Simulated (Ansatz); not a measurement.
**CHCl₂FO: up Jacob's ladder to CCSD(T)**

The task here is to estimate one member of a computed series from the others.

Program: Ansatz 0.2.0, Gaussian basis. Level of theory: functionals in def2-TZVPP, the program's frozen cores in correlated methods. These are calculated values, not measurements.

Levels to be run: LDA (SPW92), PBE-D4, revPBE-D4, BLYP-D4, r2SCAN-D4, B97M-V, PBE0-D4, B3LYP-D4, r2SCANh-D4, r2SCAN0-D4, HSE06-D4, BHLYP-D4, CAM-B3LYP-D4, LC-ωPBE, ωB97X-V, ωB97M-V, B2PLYP, PBE-QIDH; CCSD(T)/def2-SVP; CCSD(T)/def2-TZVPP; MP2/def2-QZVPP; extrapolation to the limit; RPA on PBE.

### The relaxed structure

All runs share one geometry, relaxed beforehand with PBE0-D4 in a triple-zeta def2 set.

SMILES `OC(F)(Cl)Cl`, 6 atoms, charge 0, spin multiplicity 1.

Atoms are counted from 1 here; the program's logs count them from 0.

Bond lengths: O1–C2 1.343 Å, O1–H6 0.964 Å, C2–F3 1.325 Å, C2–Cl4 1.790 Å, C2–Cl5 1.790 Å. Angles: C2–O1–H6 109.5°, O1–C2–F3 107.2°, O1–C2–Cl4 112.2°, O1–C2–Cl5 112.2°, F3–C2–Cl4 108.4°, F3–C2–Cl5 108.4°, Cl4–C2–Cl5 108.3°.

The first run:

Input file in.yaml:

```yaml
crystal:
  periodic: [false, false, false]
  atoms:
    - {symbol: O, position_ang: [0.210114, -0.187325, 1.111330]}
    - {symbol: C, position_ang: [-0.256319, 0.055786, -0.123902]}
    - {symbol: F, position_ang: [-1.554303, 0.299777, -0.011552]}
    - {symbol: Cl, position_ang: [-0.036853, -1.344082, -1.217139]}
    - {symbol: Cl, position_ang: [0.524120, 1.481621, -0.872812]}
    - {symbol: H, position_ang: [1.155341, -0.369677, 1.067875]}
basis:
  gaussian: {orbitals: def2-TZVPP}
hamiltonian: {xc: lda}
output: {orbitals: {seedname: orbitals}}
```

On the command line:

```sh
ansatz run in.yaml --threads 2 --pin off --events-out ev --progress --plain --max-ram 4352MiB
```

Steps of the session up to this table: LDA; PBE-D4 (GGA); revPBE-D4 (GGA); BLYP-D4 (GGA); r2SCAN-D4 (meta-GGA); B97M-V (meta-GGA); PBE0-D4 (hybrid); B3LYP-D4 (hybrid); r2SCANh-D4 (hybrid); r2SCAN0-D4 (hybrid); HSE06-D4 (hybrid); BHLYP-D4 (hybrid); CAM-B3LYP-D4 (range-separated); LC-ωPBE (range-separated); ωB97X-V (range-separated); ωB97M-V (range-separated); B2PLYP (double hybrid); PBE-QIDH (double hybrid).

One of the session's tables, all rows but one given; the rest of the session is left out.

It belongs to the step «Orbital energies across the functionals». 

```
  functional  HOMO (eV)  gap (eV)
 LDA (SPW92)      -7.63      5.68
      PBE-D4          ?         ?
   revPBE-D4      -7.41      5.79
     BLYP-D4      -7.32      5.69
   r2SCAN-D4      -7.86      6.30
      B97M-V      -7.97      6.54
     PBE0-D4      -8.99      8.36
    B3LYP-D4      -8.71      7.77
  r2SCANh-D4      -8.41      7.25
  r2SCAN0-D4      -9.24      8.69
    HSE06-D4      -8.58      7.56
    BHLYP-D4     -10.36     10.87
CAM-B3LYP-D4     -10.42     10.94
     LC-ωPBE     -11.87     13.72
     ωB97X-V     -11.46     13.18
     ωB97M-V     -11.29     12.88
```

Q: Estimate the row for PBE-D4 from the others.

The run gave: HOMO (eV): -7.47; gap (eV): 5.75. In the column «HOMO (eV)» it lies between LDA (SPW92) (-7.63) and revPBE-D4 (-7.41).
